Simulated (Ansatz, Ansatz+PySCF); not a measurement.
Two shapes of doublet CH₂Cl.

Shape 1:

```xyz
4

C     1.1267    0.0000   -0.0004
Cl   -0.5886    0.0000    0.0000
H     1.6230   -0.9563    0.0010
H     1.6230    0.9563    0.0010
```

Shape 2:

```xyz
4

C     0.0000    0.0000   -0.1682
Cl    0.0000    0.0000    1.4971
H     0.0000   -0.9563   -0.6645
H     0.0000    0.9563   -0.6645
```

Basis set: cc-pVTZ on H, C; cc-pV(T+d)Z on Cl (spherical functions). Frozen core: 6 orbitals. Correlation on ROHF uses semicanonical orbitals with singles. Charge 0, multiplicity 2.

Computed with Ansatz (development build ahead of 0.2.0) and PySCF 2.14.0; each method stands on the lowest determinant of its kind that the runs found.

Question: Which shape is lower in energy, and by how much in each method?

Answer:

| method | E(2) − E(1) (eV) |
| --- | --- |
| ROHF | 0.025 |
| UHF | 0.024 |
| ROHF-MP2 | -0.001 |
| UHF-MP2 | 0.000 |
| ROHF-CCSD(T) | 0.015 |

Shape 1 is lower, bar methods that put the two within 0.005 eV.
